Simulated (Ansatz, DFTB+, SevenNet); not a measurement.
Ladder of methods for the elastic constant C12 of bcc Ta

Reference value: 158 GPa (measured, 0 K, extrapolated to 0 K; zero-point effects included; as tabulated in Wang et al. (2022), arXiv:2209.12322).

```json
[
 {"level (code)": "GFN1-xTB as cut by DFTB+", "value (GPa)": "107", "cell (Å³/atom)": "19.03", "difference (%)": "-32"},
 {"level (code)": "SevenNet-l3i5", "value (GPa)": "177", "cell (Å³/atom)": "18.33", "difference (%)": "+12.0"},
 {"level (code)": "LDA (Ansatz)", "value (GPa)": "176", "cell (Å³/atom)": "17.21", "difference (%)": "+11.4"},
 {"level (code)": "LDA+SOC (Ansatz)", "value (GPa)": "177", "cell (Å³/atom)": "17.21", "difference (%)": "+12.0"},
 {"level (code)": "PBE (Ansatz)", "value (GPa)": "160", "cell (Å³/atom)": "18.28", "difference (%)": "+1.3"},
 {"level (code)": "revPBE (Ansatz)", "value (GPa)": "156", "cell (Å³/atom)": "18.52", "difference (%)": "-1.3"},
 {"level (code)": "RPBE (Ansatz)", "value (GPa)": "155", "cell (Å³/atom)": "18.61", "difference (%)": "-1.9"},
 {"level (code)": "PBE-D3(BJ) (Ansatz)", "value (GPa)": "167", "cell (Å³/atom)": "17.73", "difference (%)": "+5.7"},
 {"level (code)": "r²SCAN+SOC (Ansatz)", "value (GPa)": "167", "cell (Å³/atom)": "18.04", "difference (%)": "+5.7"},
 {"level (code)": "r²SCAN+rVV10 (Ansatz)", "value (GPa)": "169", "cell (Å³/atom)": "17.88", "difference (%)": "+7.0"},
 {"level (code)": "HSE06 (Ansatz)", "value (GPa)": "163", "cell (Å³/atom)": "18.07", "difference (%)": "+3.2"}
]
```

Once the reference is moved by up to 5.0 % (a margin picked here for doubts on the reference and the settings, and for temperature and zero-point motion) and values within 1.7 % count as equal, the nearest can be PBE (+1.3 %), revPBE (-1.3 %), RPBE (-1.9 %), HSE06 (+3.2 %), PBE-D3(BJ) (+5.7 %), r²SCAN+SOC (+5.7 %) or r²SCAN+rVV10 (+7.0 %). Farthest off among them: GFN1-xTB as cut by DFTB+ (-32 %). Within 20 %: SevenNet-l3i5, LDA, LDA+SOC, PBE, revPBE, RPBE, PBE-D3(BJ), r²SCAN+SOC, r²SCAN+rVV10, HSE06.

The measured value isn't corrected to a static lattice, so vibrations enter the comparison.  Density-functional levels without +SOC have no spin–orbit coupling. GFN1-xTB as cut by DFTB+: the method was fitted mainly to molecules. GFN1-xTB as cut by DFTB+: codes differ in how they cut the long-range tail of xTB's charge interaction in a crystal, so the value belongs to this code. LDA, LDA+SOC, PBE, revPBE, RPBE, PBE-D3(BJ), r²SCAN+SOC, r²SCAN+rVV10, HSE06: shear constants of such metals converge slowly with the k mesh. PBE-D3(BJ): the dispersion coefficients are held fixed in the derivatives. HSE06: hybrids on metals are sensitive to the k mesh. HSE06: the run warned that the count of filled bands differs between k points. Each level is taken at its own relaxed cell. Cutoffs and k meshes differ between the levels. Ansatz's density-functional and Hartree–Fock values are scalar-relativistic unless marked +SOC, with PAW data made under PBE.

Machine-learned potentials (SevenNet-l3i5) are trained on DFT data: a solid inside that data is no test of them.

Differences are worked out from the printed values.

Ansatz is an electronic-structure program.
